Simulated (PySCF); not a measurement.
# H3O2P: the cost of one run

Computed with PySCF 2.14.0, with density-fitted response routines of our own, on a single molecule, in the gas phase or a continuum. Atoms count from 0, in the outputs and in this text.

## Step 1: The molecule as given

6 atoms, charge 0, multiplicity 1; geometry from: GFN2-xTB. The atoms were then displaced at random by about 0.01 Å, so the start is not that level's minimum.

Bonds of the start (Å): O0–P1 1.44, P1–O2 1.58, P1–H3 1.37, P1–H4 1.39, O2–H5 0.97.

## Step 2: Optimising the geometry at PBE0-D3(BJ)/def2-TZVP

What the job is given:

```
{"job": {"xc": "PBE0", "basis": "def2-TZVP", "d3": "d3bj", "grid": 2, "shake": 0.01, "kind": "geom"}, "charge": 0, "multiplicity": 1}
O     -0.424290     1.187880    -0.842280
P     -0.406100    -0.006140    -0.044650
O      1.077380    -0.387600     0.351630
H     -1.017220     0.048600     1.175540
H     -0.870390    -1.162910    -0.658140
H      1.664780     0.290150    -0.026760
```

Run with:

```console
OMP_NUM_THREADS=1 python probes_run.py task.json out
```

The driver reads the jobs from task.json and runs them one after another.

Q: Estimate the wall time and peak memory of this first job on 1 thread of Arm Neoverse N1, shared host.

About 21 s, with a peak of 0.47 GiB.
